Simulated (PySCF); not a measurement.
C5H10: calculation against experiment

**Experimental background.**

NIST CCCBDB Release 22 (SRD 101), experimental polarizabilities lists, for the gas: mean polarisability 9.65 Å³.

The results are set against them at the end.

C5H10.
Atom-mapped SMILES: `[CH2:1]=[CH:2][CH2:3][CH2:4][CH3:5]` (hydrogens: H6, H7 on C1; H8 on C2; H9, H10 on C3; H11, H12 on C4; H13, H14, H15 on C5)

Cartesian coordinates in Å at the GFN2-xTB level; atoms count from 1:
```xyz
15
C5H10 angstrom
C      2.453    0.907    0.289
C      1.622   -0.053   -0.067
C      0.272   -0.274    0.536
C     -0.839   -0.116   -0.506
C     -2.215   -0.348    0.102
H      2.205    1.608    1.069
H      3.416    1.034   -0.176
H      1.892   -0.743   -0.857
H      0.110    0.433    1.352
H      0.224   -1.287    0.949
H     -0.790    0.891   -0.929
H     -0.674   -0.825   -1.321
H     -2.403    0.363    0.903
H     -2.992   -0.230   -0.650
H     -2.286   -1.353    0.514
```

The PySCF runs (gas phase, on this GFN2-xTB geometry; no spin–orbit coupling):

```json
{"level": "wB97X-D/def2-SVPD", "job": "8 singlets by full TDDFT, 3 Tamm–Dancoff triplets, polarisability", "basis functions": "180", "wall time": "21 s"}
```

Hardware: Arm Neoverse V2, one thread, shared host.

Results beside the measurements:

**Mean polarisability.** Measured: 9.65 Å³ (NIST CCCBDB Release 22 (SRD 101), experimental polarizabilities).

```json
{"level": "wB97X-D/def2-SVPD", "computed (Å³)": "9.33", "computed − measured (Å³)": "-0.32", "% (from the printed values)": "-3"}
```

The computed values are static and purely electronic, with core orbitals frozen in the response (1 au = 0.148185 Å³). The table of measured values doesn't say here whether a value is static or optical, or holds a vibrational part. The measurement averages over conformers, the calculation has one.

No measured geometry was used, and the causes of the misses weren't examined.
